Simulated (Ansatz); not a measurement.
Relaxing HfBr₂

All numbers below come from Ansatz, DFT PBE, scalar-relativistic, plane waves, PAW. Cutoff 420 eV, Γ-centred k mesh, Gaussian smearing, no spin polarisation in the final step.

A relaxed cell is given with its space group left out.

```yaml
crystal:
  lattice:
    - [0.00000, 3.32308, 3.32308]
    - [3.32308, 0.00000, 3.32308]
    - [3.32308, 3.32308, 0.00000]
  atoms:
    - { symbol: Hf, position: [0.00000, 0.00000, 0.00000] }
    - { symbol: Br, position: [0.25000, 0.25000, 0.25000] }
    - { symbol: Br, position: [0.75000, 0.75000, 0.75000] }
```

Energies over the elements count from the elements' standard structures at the same level, with no empirical corrections.

(1) What space group does it have?

(2) How far does it lie from the elements in energy?

(3) Is it a metal?

Results:

(1) Fm-3m (No. 225). Conventional cell: a = 6.646 Å. Around Hf lie 8 Br at 2.88 Å; around Br lie 4 Hf at 2.88 Å and 6 Br at 3.32 Å.

(2) -0.36 eV/atom.

(3) Yes, bands cross the Fermi level on the 12×12×12 mesh.

The final run used a 12×12×12 mesh on its 3-atom cell and 0.10 eV smearing. For metals, differences of a few meV/atom aren't resolved. Spin–orbit coupling is left out. The cell came from a trial start, so HfBr₂ may not exist in this structure.

Cost: 2 runs of about 1.3 core-minutes in all, on Arm Neoverse N1 (shared hosts).